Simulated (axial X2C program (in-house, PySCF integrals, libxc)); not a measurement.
## B₂⁻: properties at the nuclei

Calculated with an in-house all-electron X2C program for linear molecules (integrals from PySCF): two-component X2C with atomic mean-field Coulomb and Gaunt terms, Gaussian nuclei, basis B dyall-av3z with contracted cores.

R = 1.623 Å (near the PBE0 minimum at charge -1 of the determinant lowest at the starting distance; the state shown can have its own minimum elsewhere).

Input and command:
```json
{"zs": [5, 5], "q": -1, "bas": ["dyall-av3z", "dyall-av3z"], "r0": 1.7, "levels": ["PBE0", "HF", "r2SCAN", "PBE", "LDA"], "nst": 3}
```
```bash
python soeom.py task.json out
```

Keys: zs atomic numbers; q charge; bas basis sets; r0 starting distance in Å; levels methods; nst determinants followed.

Determinant lowest in the PBE0 search, Ω = 3/2 (⟨Sz⟩ = 1.50, ⟨Lz⟩ = 0.00 at PBE0), spin on the atoms B 0.75, B 0.75:

```tsv
level	A∥/gI B (MHz)	qzz B (a.u.)
PBE0	-1.25	-0.28
HF	1.53	-0.29
r2SCAN	6.67	-0.29
PBE	2.42	-0.28
LDA	6.84	-0.28
```

Determinant 1.05 eV from it at PBE0 and this distance, Ω = 1/2 (⟨Sz⟩ = -0.50, ⟨Lz⟩ = 1.00 at PBE0), spin on the atoms B -0.25, B -0.25:

```csv
level,A∥/gI B (MHz),qzz B (a.u.)
PBE0,73.3,0.17
HF,60.1,0.20
r2SCAN,62.4,0.16
PBE,74.7,0.15
LDA,77,0.15
```

A∥ (defined per Ω) follows by multiplying with gI = μI/(I μN); qzz is the electric field gradient, eQq0 = 234.96 MHz × Q/barn × qzz. The operators were transformed with the bare-nucleus X2C matrices; with these basis sets, hyperfine constants and field gradients can be off by tens of per cent, and where levels differ in sign neither size nor sign is settled.

Q: With Q(11B) = 0.04059 barn (Q from Pyykkö, Mol. Phys. 2018), turn the PBE0 values of the first state into constants in MHz.

A: eQq0(11B) = 234.96 × (0.04059) × (-0.28) = -2.67 MHz.

Each state is one determinant with collinear spin, which with several unpaired electrons need not be a pure state. Unrestricted Hartree–Fock can overshoot spin polarisation at the nuclei. For an anion, determinants above electron detachment, or with a positive highest level, are held by the basis set. This is the top spin component of a Σ state; components of lower Ω are not single determinants and can lie lower. With several open shells hyperfine constants can be off by a factor of several. States lie within half an eV, so the first need not be the ground state. Further determinants of the search, some of them spin-mixed, are not shown. Where a field gradient or hyperfine factor spreads by more than a factor of two over the levels, a constant derived from it is not to be relied on. PBE0 term energies can be off by some tenths of an eV.
